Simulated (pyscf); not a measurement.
Thermochemistry of product channels of SbH₃ + SiH₃• on the doublet surface, in eV, from CCSD(T)/def2-TZVPP + ΔMP2(QZVPP) energies (ideal gas, 1 atm, RRHO with modes under 100 cm⁻¹ raised to 100, one conformer, R ln 2 for rigid chiral ones). PySCF, gas phase, ωB97X-D3(BJ)/def2-SVP geometries. MP2 and CC: frozen core, UHF for open shells. ΔMP2 is the change of the MP2 total energy from the triple- to the quadruple-zeta basis.

```csv
products,ΔE,ΔH(298 K),ΔG(900 K),ΔG(1200 K)
H₃Si–SbH₂ + H•,+0.42,+0.37,+0.59,+0.61
SbH₂• + SiH₄,-1.10,-1.06,-0.96,-0.92
```

These are energies of the channels, which say nothing of barriers. The CCSD(T) − MP2 part came from Ansatz, without density fitting, on the same reference. The frozen core leaves the outer d or s,p core shells of the metals and heavy elements correlated in the MP2 and CC values, and def2-TZVPP describes them poorly, which can shift differences by a few kcal/mol. Elements past Kr carry the def2 core potentials, without spin-orbit coupling.
